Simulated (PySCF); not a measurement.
Gas-phase reaction: SiH4 + 4 SiO2 ⇌ Si(OH)4 + 2 Si2O2

Energies from PySCF, thermal terms from the rigid-rotor harmonic-oscillator model, ideal gas at 1 bar. † marks an energy on the PBE0/def2-TZVP geometry and frequencies; other levels use their own. MP2 and CCSD(T) freeze the core. All species are closed-shell singlets. B3LYP is the form with VWN-RPA correlation. Si2O2: computed as isolated molecules; such fragments, hydroxides, amides, oligomers or adducts are transient or little studied in the gas. MP2 isn't extrapolated to the basis-set limit; its ΔH°(298 K) is -964.9 kJ in def2-SVP and -999.4 kJ in def2-TZVPP. CCSD(T) isn't extrapolated to the basis-set limit; its ΔH°(298 K) is -1043.6 kJ in def2-SVP and -1087.2 kJ in def2-TZVPP. The harmonic model lacks anharmonicity and excited electronic states, which grow with temperature; levels with a mode under 35 cm⁻¹ are left out. Internal rotation in Si(OH)4 is treated as a harmonic vibration of one conformer, which makes the entropy rough. Warning, large T1 diagnostic: SiO2 (CCSD(T)/def2-SVP†).

```tsv
level	ΔE electronic, kJ	ΔH°(298 K), kJ	ΔS°(298 K), J/K	ΔG°(1400 K), kJ
B3LYP/def2-TZVP†	-1050	-1014	-259	-668
BLYP/def2-TZVP†	-902	-866	-259	-519
CCSD(T)/def2-SVP†	-1079	-1044	-259	-697
HF/def2-TZVP†	-1303	-1267	-259	-920
M06-2X/def2-TZVP†	-1248	-1212	-259	-865
MP2/def2-SVP†	-1001	-965	-259	-618
MP2/def2-TZVPP†	-1035	-999	-259	-653
PBE0/def2-QZVP†	-1155	-1119	-259	-772
PBE0/def2-TZVP	-1139	-1103	-259	-756
r2SCAN/def2-TZVP†	-1044	-1008	-259	-661
LDA/def2-TZVP†	-1168	-1132	-259	-785
```
ΔH° is lowest at HF/def2-TZVP† and highest at BLYP/def2-TZVP†. No reference value is set beside these.
